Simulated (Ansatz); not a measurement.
A nudged elastic band was laid between two geometries of H3P + H4Si (9 atoms, charge 0, multiplicity 1).

Computed with RHF/def2-SVP in Ansatz.

```
movable images  : 9
climbing image  : yes
spring          : 5.0 eV/Å²
optimiser       : quadratic models (default)
start path      : through a guess of the saddle point
force threshold : 0.03 eV/Å
iteration limit : 60
end points      : relaxed
```

Initial state:

```xyz
9
Properties=species:S:1:pos:R:3
Si 1.057 -0.018 -0.443
H 1.487 -0.043 0.975
H 2.226 0.256 -1.310
H 0.042 1.045 -0.631
H 0.470 -1.329 -0.803
P -3.925 0.077 1.847
H -3.577 -0.593 0.652
H -4.008 -1.094 2.633
H -2.596 0.387 2.214
```

Final state:

```xyz
9
Properties=species:S:1:pos:R:3
Si -0.553 -0.283 -0.824
H 0.237 0.741 4.049
H 0.725 -0.151 -0.089
H -0.658 0.804 -1.825
H -0.579 -1.589 -1.522
P -2.259 -0.036 0.667
H -3.291 -0.428 -0.214
H -2.108 -1.299 1.283
H -0.337 0.929 3.609
```

Problem. Which bonds break or form, and what moves?

Solution. Bonds broken: Si1–H2, P6–H9. Bonds formed: Si1–P6, H2–H9. H3P + H4Si becomes H2 + H5PSi.

Problem. What energy profile does the band end with?

Solution. The forces met the threshold. The highest image is number 5 of 0 to 10, 4.00 eV above the first end and 3.64 eV above the last; the last end lies 0.36 eV above the first. The profile has 2 maxima (images 5, 8) with wells between them (image 7): this band takes more than one step, which may be the mechanism or a detour left from its start path. Neighbouring images differ by up to 3.8 eV, so the band resolves the path poorly. A vibrational analysis at the climbing image gives one clearly imaginary mode, 1518i cm⁻¹: a first-order saddle point. The orbitals stay closed-shell, which can raise the energy where a bond breaks towards radicals; this wasn't checked here.

```tsv
image	path coordinate (Å)	energy (eV)	Si1–H2 (Å)	P6–H9 (Å)	Si1–P6 (Å)
0	0.00	0.00	1.48	1.41	5.48
1	1.55	0.00	1.48	1.41	5.00
2	3.11	0.00	1.48	1.41	5.07
3	4.66	0.00	1.48	1.41	4.42
4	6.22	0.23	1.48	1.41	3.54
5	7.77	4.00	1.73	2.01	2.71
6	9.64	0.73	2.97	2.82	2.30
7	11.52	0.37	4.37	4.31	2.28
8	13.40	0.42	4.07	4.18	2.29
9	15.28	0.36	4.71	4.50	2.28
10	17.17	0.36	5.04	3.64	2.28
```

Problem. What is the geometry of the highest image?

Solution. 
```xyz
9
Properties=species:S:1:pos:R:3:forces:R:3
Si -0.119 0.103 -0.099 0.00 -0.01 -0.01
H 0.051 -0.505 1.516 0.00 0.00 0.00
H 1.379 0.067 -0.081 0.00 0.00 0.00
H -0.448 1.533 -0.182 0.00 0.00 0.00
H -0.490 -0.886 -1.122 0.00 0.00 0.00
P -2.709 -0.164 0.664 0.00 0.01 0.01
H -2.833 -1.487 1.157 0.00 0.00 0.00
H -2.815 0.466 1.930 0.00 0.00 0.00
H -0.842 -0.438 1.351 -0.01 0.00 0.00
```

The run took 3 min on 1 thread of Arm Neoverse V2 (shared host), peak memory 0.14 GiB.
